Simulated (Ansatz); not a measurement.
**Body-centred tetragonal In**

Level of theory: PBE0-D3(BJ) (Ansatz, a program for electronic structure, plane waves, PAW).

Run with plane-wave cutoff 460 eV, 14×14×14 k mesh, Fermi–Dirac smearing 0.05 eV, scalar-relativistic PAW data made under PBE.

Cell (relaxed at this level):

```
CELL_PARAMETERS angstrom
     -1.59667     1.59667     2.45982
      1.59667    -1.59667     2.45982
      1.59667     1.59667    -2.45982
ATOMIC_POSITIONS crystal
  In 0.00000 0.00000 0.00000
```

```
Item                  Result
-------------------  -------
lattice parameter a  3.193 Å
lattice parameter c  4.920 Å
```

Measured, for comparison: lattice constant a 3.252 Å, lattice parameter c 4.947 Å (293 K, not corrected to a static lattice; as tabulated in Wikipedia's data pages). Computed (rounded) less measured: lattice constant a -1.8 %, lattice parameter c -0.5 %. A static lattice is as a rule a little smaller and stiffer than an uncorrected measurement, which narrows the difference in the lattice constant a, lattice parameter c and would widen misses of the other sign.

Spin–orbit coupling is not included.

Static lattice: no zero-point or thermal effects.
